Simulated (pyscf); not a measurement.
`[CH3][Bi]([CH3])[OH]` + `[CH4]` → `[CH3][Bi]([CH3])[CH3]` + `[OH2]`, a four-centre exchange (singlet surface; Bi–O, C–H broken, Bi–C, H–O formed). Optimised with ωB97X-D3(BJ)/def2-SVP in PySCF. Energies in kJ/mol from the separated reactants.

AM1 to PM7: differences of heats of formation from MOPAC, which are fitted to 298 K values and so differ in kind from electronic energies by zero-point and thermal terms. 

In single points AM1 puts the saddle at 111.4 kJ/mol and the reaction energy at +88.8 kJ/mol. Should these be trusted to within a few kcal/mol? Compare with ωB97M-D3(BJ)/def2-TZVP.

ωB97M-D3(BJ)/def2-TZVP gives ΔE‡ = 201.2 kJ/mol and ΔE = +42.0 kJ/mol. AM1 lies 89.9 kJ/mol under it in the barrier and 46.8 kJ/mol over it in the reaction energy, so on this step it does not hold to within 12.6 kJ/mol. ωB97M-D3(BJ)/def2-TZVP has limits of its own. One saddle was located; it need not be the lowest between these sides. In the def2 sets elements past Kr carry core potentials, without spin-orbit coupling.
